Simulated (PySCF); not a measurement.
nitrosyl, NO (charge +1), SMILES N#[O+], point group C∞v.

Level: B3LYP/pcSseg-2 in PySCF (density fitting, grid level 2); geometry and Hessian at that level, cubic constants and property derivatives from steps of ±0.6 along each species' dimensionless normal coordinates, second-order vibrational perturbation theory. The parent has the commonest isotopes.

Equilibrium geometry (Å):

| atom | x | y | z |
| --- | --- | --- | --- |
| N1 | 0.5333 | -0.0111 | -0.0120 |
| O2 | -0.5223 | 0.0162 | -0.0446 |

Question: Give the equilibrium and ground-state rotational constants (MHz) of parent; ¹⁸O at 2; ¹⁵N at 1; ¹⁵N at 1, ¹⁸O at 2.

Answer: 
```csv
species,Be,B0,harmonic ZPE (cm⁻¹)
parent,60641,60385,1242
¹⁸O at 2,57489,57253,1209
¹⁵N at 1,58491,58249,1220
"¹⁵N at 1, ¹⁸O at 2",55339,55117,1186
```

Question: And its quartic centrifugal distortion constants from the harmonic force field?

Answer: Linear top: D = 161 kHz.
